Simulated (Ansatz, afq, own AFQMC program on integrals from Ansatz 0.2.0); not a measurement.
## Breaking C1–H3 in CH₂O, singlet

```xyz
4

C     0.0010    0.0008    0.0012
O     0.6965    0.5477    0.8062
H    -0.5500    0.5605   -0.7970
H    -0.1476   -1.1091   -0.0103
```

Products: CHO (doublet; CH–O) and H (doublet), each relaxed with PBE0/def2-SVP like the molecule; electronic energies without zero-point terms. Determinants: RHF, UHF and UHF in that order.

Basis def2-TZVP. Noble-gas cores (and the filled d shells of Ga–Kr and In–Xe) are frozen. Integrals, coupled cluster, full CI and functionals: Ansatz 0.2.0; the random walks run on the same integrals in our own AFQMC program. The CISD trial takes its coefficients from CCSD amplitudes. Released means that phaseless walkers are propagated on without the constraint, phases kept. Error bars are statistical, one sigma. The errors of all members are added in quadrature.

No full CI on the walks' own integrals is used here; CCSDT(Q) serves as the reference and is uncertain by about the last step of the cluster series. Each member takes its own surest rung, up to full CI.

The best estimate is CCSD(T) at the basis-set limit (CBS: def2-TZVPP and def2-QZVPP, with their diffuse functions for anions and beside diffuse sets, CCSD(T) itself extrapolated) plus the step from CCSD(T) to CCSDT(Q) in def2-TZVP. Rows without CBS are in def2-TZVP; B2PLYP and the wave-function rows carry a basis error of their own. Core correlation and relativity beyond core potentials are missing, and ± holds the sampling alone.

Best estimate: 95.1 kcal/mol.

```json
{"level": "HF", "bond energy (kcal/mol)": "74.5", "error against the best estimate (kcal/mol)": "-20.6"}
{"level": "MP2", "bond energy (kcal/mol)": "90.1", "error against the best estimate (kcal/mol)": "-5.0"}
{"level": "CCSD", "bond energy (kcal/mol)": "92.4", "error against the best estimate (kcal/mol)": "-2.7"}
{"level": "CCSD(T)", "bond energy (kcal/mol)": "92.1", "error against the best estimate (kcal/mol)": "-3.1"}
{"level": "CCSDT", "bond energy (kcal/mol)": "91.9", "error against the best estimate (kcal/mol)": "-3.2"}
{"level": "CCSDT(Q)", "bond energy (kcal/mol)": "91.9", "error against the best estimate (kcal/mol)": "-3.3"}
{"level": "ph-AFQMC/CISD", "bond energy (kcal/mol)": "92.0 ± 0.2", "error against the best estimate (kcal/mol)": "-3.1 ± 0.2"}
{"level": "released AFQMC", "bond energy (kcal/mol)": "91.8 ± 0.3", "error against the best estimate (kcal/mol)": "-3.4 ± 0.3"}
{"level": "HF/CBS", "bond energy (kcal/mol)": "74.8", "error against the best estimate (kcal/mol)": "-20.4"}
{"level": "MP2/CBS", "bond energy (kcal/mol)": "94.0", "error against the best estimate (kcal/mol)": "-1.1"}
{"level": "CCSD(T)/CBS", "bond energy (kcal/mol)": "95.3", "error against the best estimate (kcal/mol)": "0.2"}
{"level": "PBE", "bond energy (kcal/mol)": "90.6", "error against the best estimate (kcal/mol)": "-4.5"}
{"level": "r2SCAN", "bond energy (kcal/mol)": "90.7", "error against the best estimate (kcal/mol)": "-4.5"}
{"level": "PBE0", "bond energy (kcal/mol)": "91.6", "error against the best estimate (kcal/mol)": "-3.5"}
{"level": "B3LYP", "bond energy (kcal/mol)": "92.8", "error against the best estimate (kcal/mol)": "-2.4"}
{"level": "wB97M-V", "bond energy (kcal/mol)": "94.1", "error against the best estimate (kcal/mol)": "-1.1"}
{"level": "B2PLYP", "bond energy (kcal/mol)": "91.7", "error against the best estimate (kcal/mol)": "-3.4"}
```

Correlation beyond CCSD(T) takes off 0.2 kcal/mol. Going to the basis-set limit adds 3.3 kcal/mol at CCSD(T). The perturbative (T) step is worth −0.4 kcal/mol. The functionals spread over 3.5 kcal/mol; wB97M-V comes nearest and PBE is 4.5 kcal/mol too low.

Best estimates are given only where the step beyond CCSD(T) is under 0.3 eV and no member's determinant is very poor (T1 over 0.05, or 0.07 for open shells, ⟨S²⟩ too high by 0.3, two states mixed), so the hardest cases are missing from such tables.

The functionals ran in a triple-zeta set and keep a basis error of their own, a few kJ/mol for each bond in atomization energies and more for double hybrids, so close places among them and the extrapolated levels can swap.

CCSDT and higher add their correlation energy to the determinant of the CCSD(T) run, since their own runs factorise the integrals more tightly (a shift of under 2 meV). Each member of a difference takes its own highest rung, so a best estimate needn't equal the limit plus the step of one row. A walk keeps the symmetry of its determinant, which the program's search chose and which needn't be the lowest solution, so a lower state of the same spin and another symmetry isn't excluded. Released energies are given only where the last usable release times agree within the noise; a slower fall can still hide under it.
